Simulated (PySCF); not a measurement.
**Substituent chemical shifts**

Parent skeleton `[O:1]=[CH:2][O-:3]`; one hydrogen on atom 2 is replaced by X. Hydrogens on one atom are averaged.

PySCF calculation with GIAO PBE0/pcSseg-1 shieldings and structure optimised with PBE0-D3(BJ)/def2-SVP; one averaged value for each set of equivalent atoms, non-relativistic Hamiltonian, one conformer, no solvent model.

Chemical shifts δ = σref − σ; H2O for $^{17}$O (σ = 334.56 ppm); TMS for $^{13}$C (σ = 184.41 ppm), all at this level.

Parent (X = H): O1/O3 370.1, C2 162.3 ppm. Effects are Δδ = δ(X) − δ(H), positive for deshielding.

Question: Give Δδ (ppm) for X = CH2OCH3, OC2H5, propynyl.

Answer: 
```
       X         SMILES   O1/O3    C2
 CH2OCH3   COCC(=O)[O-]   -34.3  +8.0
   OC2H5   CCOC(=O)[O-]  -136.5  -5.9
propynyl  CC#CC(=O)[O-]    -7.0  -6.8
```

Question: Which position responds most, and to which substituents?

Answer: O1/O3: from -136.5 ppm with OC2H5 to -7.0 ppm with propynyl.

Unscaled 17O shifts of doubly bonded oxygen tend to come out too high, by tens of ppm or more. Experimental scales use liquid or dissolved standards, which lie at an offset from isolated H2O (liquid H2O: subtract about 36 ppm).
